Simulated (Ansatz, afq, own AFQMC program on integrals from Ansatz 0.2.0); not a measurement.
Two steps: Ansatz 0.2.0 writes the Fock matrix and Cholesky factors of the valence space, and afq projects on them the lowest state that overlaps trial and start.

```yaml
crystal:
  periodic: [false, false, false]
  atoms:
    - {symbol: As, position_ang: [0.000000, 0.000000, 0.000000]}
basis:
  gaussian: {orbitals: aug-cc-pVDZ}
magnetization: {spin_polarized: false, initial_magnetization: 5}
correlation: {method: ccsd_t, electrons: outside_noble_gas, hamiltonian_folder: ham}
```

```sh
$ ansatz run in.yaml --threads 1 --pin off --events-out ev --progress --plain --max-ram 1382MiB
```

afq runs on the folder ham with

```
--method phaseless --trial cisd --walkers 40 --populations 1 --least-time 40 --time-step 0.2 --steps-per-block 5 --equilibration-blocks 10 --max-blocks 100 --target-error 0.00054 --factor-cut 0.001 --start determinant --seed 7599 --taylor-order 6
```

Times are imaginary, in 1/Eh. The walk had a cap of 90 s. Filled inner d shells are frozen with the cores.

```
orbitals 22  electrons 5 0  factors 101 of 239
reference energy -2233.76510904 Eh
CCSD correlation -0.02968281 Eh in 7 cycles, weight of the determinant in the CISD state 0.9743
energy of the start -2233.794792 Eh
 block  time / (1/Eh)  mean weight  energy / Eh
     1     1.000  1.0063  -2233.794858
     2     2.000  0.9885  -2233.794886
     3     3.000  1.0036  -2233.795116
     4     4.000  0.9475  -2233.795584
     5     5.000  1.0032  -2233.795082
    10    10.000  0.9993  -2233.795137
    15    15.000  1.0225  -2233.795053
    20    20.000  1.0574  -2233.795176
    25    25.000  0.9504  -2233.795295
    30    30.000  1.0074  -2233.794839
    35    35.000  0.9399  -2233.795060
    36    36.000  1.0033  -2233.794802
    40    40.000  1.0155  -2233.795250
    45    45.000  0.9986  -2233.795154
    50    50.000  1.0001  -2233.795844
blocks merged  error / Eh  count
     1  0.000032  40
     2  0.000033  20
     4  0.000029  10
energy -2233.795090 +/- 0.000033 Eh
(rows thinned)
```

The run failed at least one of its tests; the cautions name the faults.

Against this walk (error 0.9 meV) on the same determinant: CCSD(T) 1.6 meV higher (within the noise), CCSDT(Q) 0.7 meV lower (within the noise), CCSDTQ 0.8 meV lower (within the noise), full CI 0.9 meV lower (within the noise), a separate phaseless walk with a CISD trial and standard settings 0.1 ± 1.0 meV higher (within the noise). The error is statistical and leaves out the bias of the constraint.

A setting was made bad on purpose (time step too long), so the walk's energy isn't to be trusted. Here it did no visible harm: the energy meets the surest value within the noise.

Cautions: constraint bias not in the error; error not settled; no relativity below Rb; no spin-orbit coupling; inner d shell frozen; another spin lies lower (by 12.17 eV); CCSDTQ on the UHF determinant differs (44 meV lower), by its state or its frozen core; the coarse factor cut changes the integrals a little; the time-step error isn't removed.

CCSDT and higher add their correlation energy to the determinant of the CCSD(T) run, since their own runs factorise the integrals more tightly (a shift of under 2 meV). A walk keeps the symmetry of its determinant, which the program's search chose and which needn't be the lowest solution, so a lower state of the same spin and another symmetry isn't excluded.
